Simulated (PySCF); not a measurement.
## H2CS: fields on a plane

All numbers come from PBE0/[C def2-TZVP, S def2-TZVP, H def2-TZVP], no relativity, density fitting, PySCF.

The singlet minimum has C–H 1.090 Å (×2), C–S 1.599 Å; H–C–H 115.6°, H–C–S 122.2° (×2).

The plane holds C1 at (0.00, 0.00), S2 at (1.60, 0.00), H3 at (-0.58, 0.92), H4 at (-0.58, -0.92) Å. Columns run from x = -2.55 to 3.75 Å, rows from y = 3.15 (top) to -2.85 Å, in steps of 0.3 Å. Other isomers or separated fragments may lie lower.

Question: Give the electrostatic potential (V) (cut at 20 V). Lower edges of the bins (V): '0' -1.03, '1' -0.91, '2' -0.71, '3' -0.40, '4' 0.10, '5' 0.88, '6' 2.12, '7' 4.09, '8' 7.21, '9' 12.16; top 20.0.

Answer: 
```
4444444443333333333333
4444444444333322222333
4444444444333222222233
4444445444332211112223
4444555554432100011223
4445566665433210001223
4445678876544443212223
4455689987666776543333
4455689998878999864333
4445578999999999975433
4445568999999999986443
4445568999999999986443
4445578999999999975433
4455689998878999864333
4455689987666776543333
4445678876544443212223
4445566665433210001223
4444555554432100011223
4444445444332211112223
4444444444333222222233
4444444444333322222333
```

Question: Give the highest occupied orbital (Å^-3/2) at -6.69 eV (cut at ±0.3; overall sign arbitrary). Lower edges of the bins (Å^-3/2): '0' -0.300, '1' -0.240, '2' -0.180, '3' -0.120, '4' -0.060, '5' 0.000, '6' 0.060, '7' 0.120, '8' 0.180, '9' 0.240; top 0.30.

Answer: 
```
4444444444555555555555
4444444445555555555555
4444444445555555555555
4444444444555555555555
4444444444556666665555
4444433344566777766555
4444332234578998876555
4444320024679999976655
4444320013689999986655
4444432113589999986555
4444443323567407765555
5555556676432592234444
5555567886410000013444
5555679986310000013344
5555679975320000023344
5555667765421001123444
5555566655433222233444
5555555555443333334444
5555555555444444444444
5555555554444444444444
5555555554444444444444
```
